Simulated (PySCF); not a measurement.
Structure problem from calculated spectra and properties.

Elements present: C, H, O and S. Monoisotopic mass: 93.0016 u (electron mass counted); charge -1.

- XPS: S2p3/2 167.7, C1s 283.9, C1s 286.1, O1s 531.5 (×2), S1s 2476.6 eV [ΔSCF SCAN, pcX-2 on the ionised atom, pcseg-1 elsewhere, spin-free X2C, 2p3/2 from a spin–orbit splitting computed afterwards within the 2p shell]
- NMR, other nuclei: isotropic shieldings of nuclei other than C and H, by class: 102 (2 O), 151 (1 S) ppm [GIAO PBE0/pcSseg-1]
- Rotational structure: rotational constants A, B, C: 4.787, 4.364, 4.180 GHz [PBE0-D3(BJ)/def2-SVP]
- 1H NMR: chemical shifts (computed TMS as zero) by class: 2.18 (3 H), 0.93 (2 H) ppm [GIAO PBE0/pcSseg-1]
- 13C NMR: chemical shifts (computed TMS as zero) by class: 58.6 (1 C), 26.9 (1 C) ppm [GIAO PBE0/pcSseg-1]

Electronic properties: PySCF, gas phase, density fitting. Levels stand in brackets. Isolated species at its PBE0-D3(BJ)/def2-SVP geometry, gas phase. The geometry's basis has no diffuse functions, a weakness for an anion. No diffuse functions stand in pcSseg-1, which bears on an anion's orbital energies. NMR classes are plain means over equivalent atoms (diastereotopic ones count apart unless rotation or inversion swaps them), as if these changed places fast.

Problem. Which formula fits the mass and the elements?

Solution. C2H5O2S (calculated 93.0016). No other formula that holds each of these elements comes within 0.0003 u with a fitting electron parity and a possible valence count.

Problem. Propose a structure and show how it fits.

Solution. Numbering: `[CH2-:1][S:2]([CH3:3])(=[O:4])=[O:5]`. 2 carbons fall into 2 classes; from least to most shielded: S-methyl carbon [C3] (58.6 ppm), carbon bonded to S and 2 H [C1] (26.9 ppm). Hydrogen classes from least to most shielded: 3 H on an S-methyl carbon, C3 (2.18 ppm), 2 H on a carbon bonded to S and 2 H, C1 (0.93 ppm). The other shieldings belong to: 102 ppm, sulfonyl oxygen [O4/O5]; 151 ppm, sulfonyl sulfur [S2]. The core levels belong to: S2p3/2 167.7 eV, sulfonyl sulfur [S2]; C1s 283.9 eV, carbon bonded to S and 2 H [C1]; C1s 286.1 eV, S-methyl carbon [C3]; O1s 531.5 eV, sulfonyl oxygen [O4/O5]; S1s 2476.6 eV, sulfonyl sulfur [S2]. By its constants the optimised geometry is an asymmetric top. Structure: `[CH2-]S(C)(=O)=O`. Computed isomers that give other values at the same levels: `CC[S@@](=O)[O-]` (rotational constant A: 6.072 GHz; this holds for the one conformer computed). The assignments are read from this structure; whether some other isomer fits the data as well wasn't checked.
